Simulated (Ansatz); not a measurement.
**AlH2O (SMILES [O][AlH2]): UPBE0/STO-3G**

Aim: the energy change on altering one bond length of AlH2O at UPBE0/STO-3G, from 2 runs. 

The results are computed with Ansatz 0.2.0.

51 further runs of the same task are left out: 1 that didn't finish, 50 set aside as unsound or not needed.

### Step 1. The system as given

AlH2O has 4 atoms, charge 0, and is taken as a doublet. SMILES: `[O][AlH2]`. Geometry: relaxed at PBE0-D4/def2-TZVP.

Bond lengths: O1–Al2 1.727 Å, Al2–H3 1.578 Å, Al2–H4 1.578 Å. Angles: O1–Al2–H3 115.8°, O1–Al2–H4 115.8°, H3–Al2–H4 128.3°.

### Step 2. The energy at UPBE0/STO-3G

Input file job.yaml:

```yaml
crystal:
  periodic: [false, false, false]
  atoms:
    - {symbol: O, position_ang: [0.062600, -0.856300, 1.401400]}
    - {symbol: Al, position_ang: [0.011300, 0.029900, -0.080400]}
    - {symbol: H, position_ang: [-1.149600, -0.360800, -1.076000]}
    - {symbol: H, position_ang: [1.131100, 1.126800, -0.265300]}
basis:
  gaussian: {orbitals: STO-3G}
magnetization: {spin_polarized: true, initial_magnetization: 1}
hamiltonian: {xc: pbe0}
accuracy: high
```

Launch:

```
$ ansatz run job.yaml --threads 1 --pin off --max-ram 2610MiB --events-out events.jsonl --progress --plain --runs-dir runs
```

Output:

```text
Warning: RAYON_NUM_THREADS=1 ignored (pool sized by the plan → 1); use --threads N
Functional definition: PBE0
  name "PBE0"
  parameter a = 0.25
  parameter kappa = 0.804
  parameter beta = 0.06672455060314922
  exchange = (1 - a)*pbe_x(kappa = kappa, mu = beta*pi^2/3) + a*exact_x
  correlation = pbe_c(beta = beta)
267 factors; integrals over basis functions are off by at most 2.5e-8 eV
mean field evaluation 1: about -8558.8769 eV, gradient 1.8e1 eV
mean field evaluation 2: about -8549.2524 eV, gradient 4.5e1 eV
mean field evaluation 4: about -8561.8382 eV, gradient 7.5e-1 eV
mean field evaluation 8: about -8561.8144 eV, gradient 1.0e-2 eV
mean field evaluation 16: about -8561.8144 eV, gradient 1.0e-5 eV
mean field -8561.81441369 eV, -314.6408762970 hartree, gradient 1.4e-8 eV, S^2 0.754352; 2 other end points of the search recorded, 0 dependent functions left out
reference -8561.81441484 eV, -314.6408763390 hartree; 12, 11 occupied and 4, 5 virtual orbitals, 267 factors
Total energy: -8561.81441484 eV, -314.6408763390 hartree
```

Wall time 1.6 s (1 thread of Arm Neoverse V1, shared host); peak memory 0.12 GiB.

### Step 3. The distorted shape, same level

Input file in.yaml:

```yaml
crystal:
  periodic: [false, false, false]
  atoms:
    - {symbol: O, position_ang: [0.352838, -0.758621, 1.650311]}
    - {symbol: Al, position_ang: [0.301538, 0.127579, 0.168511]}
    - {symbol: H, position_ang: [-1.149600, -0.360800, -1.076000]}
    - {symbol: H, position_ang: [1.421338, 1.224479, -0.016389]}
basis:
  gaussian: {orbitals: STO-3G}
magnetization: {spin_polarized: true, initial_magnetization: 1}
hamiltonian: {xc: {name: PBE0}}
accuracy: high
```

Launch:

```
$ ansatz run in.yaml --threads 1 --pin off --max-ram 2610MiB --events-out events.jsonl --progress --plain --runs-dir runs
```

Output, cut to the lines that bear on the results:

```text
Warning: RAYON_NUM_THREADS=1 ignored (pool sized by the plan → 1); use --threads N
[... 7 set-up lines as earlier in the session ...]
267 factors; integrals over basis functions are off by at most 2.8e-8 eV
mean field evaluation 1: about -8555.6591 eV, gradient 2.2e1 eV
mean field evaluation 2: about -8521.1614 eV, gradient 8.0e1 eV
mean field evaluation 4: about -8560.3389 eV, gradient 2.1e0 eV
mean field evaluation 8: about -8560.3484 eV, gradient 8.8e-2 eV
mean field evaluation 16: about -8560.3489 eV, gradient 2.6e-4 eV
mean field -8560.34892819 eV, -314.5870206979 hartree, gradient 2.8e-8 eV, S^2 0.755735; 2 other end points of the search recorded, 0 dependent functions left out
reference -8560.34892937 eV, -314.5870207414 hartree; 12, 11 occupied and 4, 5 virtual orbitals, 267 factors
Total energy: -8560.34892937 eV, -314.5870207414 hartree
```

Run time: 1.8 s. Hardware: 1 thread of Arm Neoverse V1, shared host; peak memory 0.12 GiB.

### Step 4. What came out

Level: UPBE0/STO-3G.

| quantity | value |
| --- | --- |
| first shape: total energy | -314.64088 Eh |
| first shape: ⟨S²⟩ | 0.754 |
| distorted shape: total energy | -314.58702 Eh |
| distorted shape: ⟨S²⟩ | 0.756 |
| energy change with the Al2–H3 bond stretched from 1.578 to 1.973 Å | 1.465 eV |

**Reading.** With the Al2–H3 bond stretched from 1.578 to 1.973 Å the energy rises by 1.47 eV (141 kJ/mol). The first shape isn't relaxed at this level, so the change isn't measured from a minimum. The minimal basis adds a large error of its own.
